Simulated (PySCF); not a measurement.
A GIAO shielding run with PySCF 2.14.0 with density-fitted response routines (density fitting, non-relativistic, gas phase) on Acetyl fluoride (SMILES CC(=O)F):

```
$ OMP_NUM_THREADS=1 python probes_run.py task.json out

{"job": {"kind": "nmr", "xc": "B3LYP", "basis": "pcSseg-2", "pop": false}, "charge": 0, "multiplicity": 1}
C     -0.638509    -0.071229    -0.121290
C      0.835554    -0.038956     0.104122
O      1.640264    -0.865693    -0.154272
F      1.207101     1.125733     0.663219
H     -1.168193     0.208208     0.800244
H     -0.944273    -1.067749    -0.457680
H     -0.900251     0.675769    -0.886163
```

Hardware: 1 thread of an Arm Neoverse V1, shared host.

Task: How large is the calculation?

Result: 32 electrons, 186 basis functions and 490 auxiliary functions.

Task: How long does it take, and how much memory does it need?

Result: 8.3 s of wall time, with 14 SCF cycles and 5 response iterations; peak memory 0.72 GiB. Times on a shared host scatter by some tens of per cent.

Task: And these other runs on the same molecule and hardware: GIAO shielding at B97-D/pcSseg-2; GIAO shielding at BLYP/pcSseg-2; GIAO shielding at BP86/pcSseg-2; GIAO shielding at HF/pcSseg-2; GIAO shielding at KT2/pcSseg-2; GIAO shielding at KT3/pcSseg-2?

Result: B97-D/pcSseg-2: 186 functions, 14 s; BLYP/pcSseg-2: 186 functions, 13 s; BP86/pcSseg-2: 186 functions, 13 s; HF/pcSseg-2: 186 functions, 4 s; KT2/pcSseg-2: 186 functions, 14 s; KT3/pcSseg-2: 186 functions, 14 s.
